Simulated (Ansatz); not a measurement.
# C2H7Al: the cost of one run

Program: Ansatz 0.2.0. Level of theory: RHF/def2-TZVP. These are calculated values, not measurements.

## Step 1: The starting structure

Bond lengths: Al1–C2 2.170 Å, C2–H3 1.110 Å, C2–H4 1.110 Å, C2–C5 1.520 Å, C5–H6 1.110 Å, C5–H7 1.110 Å, C5–H8 1.110 Å, Al1–H9 1.760 Å, Al1–H10 1.560 Å. Angles (14 of 15 angles, heavy atoms first): Al1–C2–C5 112.9°, Al1–C2–H3 70.8°, Al1–C2–H4 134.6°, H3–C2–C5 109.4°, H4–C2–C5 109.4°, C2–Al1–H9 44.2°, C2–Al1–H10 160.3°, C2–C5–H6 109.5°, C2–C5–H7 109.5°, C2–C5–H8 109.5°, H3–C2–H4 109.4°, H9–Al1–H10 155.5°, H6–C5–H7 109.4°, H6–C5–H8 109.4°.

Coordinates:

```xyz
10

Al    0.0000    0.0000    0.0000
C     1.4047    0.0000    1.6540
H     0.4051   -0.3092    2.0245
H     2.1723   -0.7111    2.0245
C     1.7225    1.3971    2.1614
H     2.3207    1.3257    3.0936
H     2.3023    1.9479    1.3916
H     0.7767    1.9396    2.3699
H     1.7519    0.0000    0.1685
H    -1.3510    0.0000   -0.7800
```

## Step 2: A restrained relaxation towards end A

Springs on the bonds that form and break draw the guess towards this end; the thresholds are loose.

input.yaml

```yaml
crystal:
  periodic: [false, false, false]
  atoms:
    - { symbol: Al, position_ang: [0.0, 0.0, 0.0] }
    - { symbol: C, position_ang: [1.4047, 0.0, 1.654] }
    - { symbol: H, position_ang: [0.4051, -0.3092, 2.0245] }
    - { symbol: H, position_ang: [2.1723, -0.7111, 2.0245] }
    - { symbol: C, position_ang: [1.7225, 1.3971, 2.1614] }
    - { symbol: H, position_ang: [2.3207, 1.3257, 3.0936] }
    - { symbol: H, position_ang: [2.3023, 1.9479, 1.3916] }
    - { symbol: H, position_ang: [0.7767, 1.9396, 2.3699] }
    - { symbol: H, position_ang: [1.7519, 0.0, 0.1685] }
    - { symbol: H, position_ang: [-1.351, 0.0, -0.78] }
basis:
  gaussian: { orbitals: def2-TZVP }
hamiltonian:
  xc: hf
relax:
  f_tol: 0.15
  max_steps: 25
  restrain:
    - { distance: [1, 8], at: 2.31, k: 30.0 }
    - { distance: [0, 1], at: 1.97, k: 30.0 }
    - { distance: [0, 8], at: 1.56, k: 30.0 }
```

The run is started by

```bash
ansatz run input.yaml --threads 4 --pin off --max-ram 5120MiB --backend cpu --events-out ev --progress --plain --runs-dir out
```

**Question.** How long does this run take on 4 threads of Arm Neoverse V2, shared host, and how much memory does it need?

About 8.1 s, with a peak of 0.33 GiB.
